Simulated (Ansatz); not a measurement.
## Worked example: AsH$_{2}$⁺, quintet against AsH$_{2}$⁺, triplet

Geometry (PBE0/def2-TZVP stationary point of a triplet), kept for both states (AsH2⁺, triplet: B1; AsH2⁺, quintet: A2):

```xyz
3

As    0.0000   -0.0191    0.0000
H     0.0000    0.7098   -1.3240
H     0.0000    0.7098    1.3240
```

Basis cc-pVDZ; Ansatz 0.2.0. Only valence electrons are correlated (noble-gas cores and the filled d shells of p-block atoms frozen). R marks a restricted (for open shells ROHF) determinant. No spin–orbit coupling is included, and no scalar relativity.

Full CI is exact within this basis and frozen core; it isn't the basis-set limit.

| level | E(AsH2⁺, triplet) (hartree) | E(AsH2⁺, quintet) (hartree) |
| --- | --- | --- |
| RCCSD(T) | -2235.067963 | -2234.765593 |
| PBE | -2236.283156 | -2235.985199 |
| B3LYP | -2236.666819 | -2236.361066 |
| full CI | -2235.068571 | -2234.766140 |

Task: Give the vertical gap, AsH2⁺ quintet less AsH2⁺ triplet, at each level in eV (1 hartree = 27.2114 eV), and each error against full CI.

Result: full CI: (-2234.766140 − (-2235.068571)) × 27.2114 = 8.230 eV (the reference)
B3LYP: (-2236.361066 − (-2236.666819)) × 27.2114 = 8.320 eV, error 0.090 eV
PBE: (-2235.985199 − (-2236.283156)) × 27.2114 = 8.108 eV, error -0.122 eV
RCCSD(T): (-2234.765593 − (-2235.067963)) × 27.2114 = 8.228 eV, error -0.002 eV

Total energies of functionals can't be set beside those of wave-function methods, since they hold the core's correlation and their own absolute errors; only the differences compare.

In so small a basis the reference is far from its limit while semilocal and hybrid functionals are nearer theirs, so the functionals' errors here hold much of the reference's basis and frozen-core error, which can add to them or hide them.

Each level lands on the state that its own search finds. T1 diagnostics of restricted CCSD: 0.018 and 0.019.
